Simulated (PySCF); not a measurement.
H2P, SMILES [PH2], multiplicity 2. Geometry optimised at PBE-D3(BJ)/def2-TZVPD. The isomer is the one that the SMILES or the coordinates give; other isomers of the formula were not compared.

Computed with PBE-D3(BJ)/def2-TZVPD run with PySCF.

Harmonic wavenumbers (cm⁻¹): 1077, 2306, 2318. Rotational constants (GHz): 263.0, 239.7, 125.4; symmetry number 2.

Question: Work out the zero-point energy and the ideal-gas rigid-rotor harmonic-oscillator thermochemistry at 298.15 K and 1 atm.

Answer: ZPE = ½ Σ hcν = ½ × 5702 cm⁻¹ = 8.15 kcal/mol. H − E(el) = 10.54 kcal/mol. Entropy in cal/(mol K): translation 36.41, rotation 13.00, vibration 0.07, spin 1.38, total 50.85. G − E(el) = -4.62 kcal/mol. Cp = 8.26 cal/(mol K).
